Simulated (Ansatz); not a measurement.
## Worked example: correlation energy of HAlGa, doublet

Geometry: a PBE0/def2-TZVP stationary point for this spin, not checked as a minimum.

```xyz
3

Al    0.0000    0.0000    0.3496
Ga    0.0000    0.0000   -2.3209
H     0.0000    0.0000    1.9714
```

Basis cc-pVTZ; Ansatz 0.2.0. Only valence electrons are correlated (noble-gas cores and the filled d shells of p-block atoms frozen), which leaves 7 electrons in 72 orbitals. R marks a restricted (for open shells ROHF) determinant, U an unrestricted one. No spin–orbit coupling is included, and no scalar relativity.

Full CI isn't at hand for all of this; UCCSDT(Q) serves as the reference, and is uncertain by the last step of the cluster series or more.

UCCSD has a T1 diagnostic of 0.027 and a largest doubles amplitude of 0.07.

The cluster runs stand on a determinant 0.01 eV above the lowest UHF solution, chosen by a search with trial CCSD; the correlation energy below is counted from it.

Runs differ by some tens of microhartree through their thresholds and, for an open shell, their frozen cores, so steps under 0.03 kcal/mol mean nothing.

```json
{"level": "UHF determinant under the cluster runs", "total energy (hartree)": "-2165.740472"}
{"level": "UMP2", "total energy (hartree)": "-2165.850503"}
{"level": "UCCSD", "total energy (hartree)": "-2165.880842"}
{"level": "UCCSD(T)", "total energy (hartree)": "-2165.886720"}
{"level": "UCCSDT", "total energy (hartree)": "-2165.888212"}
{"level": "UCCSDT(Q)", "total energy (hartree)": "-2165.888560"}
```

**Question.** What is the correlation energy at UCCSDT(Q), and what share of it do UMP2 and UCCSD recover?

**Answer.** E(corr) = -2165.888560 − (-2165.740472) = -0.148088 hartree = -4.030 eV. UMP2: -0.110031 / -0.148088 = 74.30 %. UCCSD: -0.140370 / -0.148088 = 94.79 %.

**Question.** By how many kcal/mol does UCCSD(T) miss UCCSDT(Q) (1 hartree = 627.509 kcal/mol), and which steps make up the rest?

**Answer.** -2165.886720 − (-2165.888560) = 0.001840 hartree = 1.15 kcal/mol. Steps: UCCSDT − UCCSD(T) = -0.94, UCCSDT(Q) − UCCSDT = -0.22 kcal/mol. Differences between like states or geometries often cancel part of this.
